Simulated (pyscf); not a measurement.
PySCF, gas phase, ωB97X-D3(BJ)/def2-SVP geometries.

Problem. Estimate the classical barrier height and the reaction energy of H₃Si–AsH–AsH₂ → H₂As–AsH₂ + silylene (SiH₂) [singlet] at ωB97M-D3(BJ)/def2-TZVP. The step runs on the singlet surface, breaks As–Si, H–Si and forms As–H; take the reactant's lowest minimum found as zero.

Solution. ΔE‡ = 56.7 kcal/mol, ΔE = +62.4 kcal/mol. Zero-point energy shifts the barrier by -2.3 kcal/mol. It is a 1,1-elimination, with an imaginary mode of 350i cm⁻¹. On the product side the descent ends in an adduct with a As–Si contact, 13.8 kcal/mol under the separated species and 2.4 kcal/mol under the saddle at ωB97X-D3(BJ)/def2-TZVP. At ωB97M-D3(BJ) the saddle lies under the separated products, which points to a path from their complex (located at ωB97X-D3(BJ) alone), and parting the products costs more than the saddle. What is counted as broken (As–Si) persists as a longer contact in the product adduct; parting that adduct is a step of its own. At ωB97X-D3(BJ)/def2-TZVP the barrier from the zero used here is 60.7 kcal/mol. The same reactants have a lower exit, to H₃Si–AsH• + AsH₂• (no saddle counted: cutting one bond costs +50.1 kcal/mol at ωB97M-D3(BJ)/def2-TZVP, against +56.7 kcal/mol here). One saddle was located; it need not be the lowest between these sides. Elements up to Kr have no core potential and no relativistic terms here.
